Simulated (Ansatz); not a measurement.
Two shapes of triplet SO3.

Shape 1:

```xyz
4

S    -0.0091    0.0029    0.0052
O     1.1223   -0.8239   -0.0409
O    -0.2935    0.7379    1.1648
O    -0.8561    0.0947   -1.1083
```

Shape 2:

```xyz
4

S     0.0000    0.0000    0.0000
O     0.5591   -0.6891    1.1360
O    -1.2503   -0.4404   -0.5664
O     0.6912    1.1295   -0.5696
```

Basis set: def2-SVP (spherical functions). Correlated methods keep 8 orbitals frozen. Charge 0, multiplicity 3.

Computed with Ansatz (development build ahead of 0.2.0); each method stands on the lowest determinant of its kind that the runs found.

Problem. Which shape is lower in energy, and by how much in each method?

Solution.

```csv
method,E(2) − E(1) (eV)
UHF,-0.580
UHF-MP2,-0.692
```

Shape 2 is lower. Caution: another spin multiplicity may lie lower; the determinant breaks the point group. Caution for UHF-MP2: MP2 forces lie far from those of the mean fields.
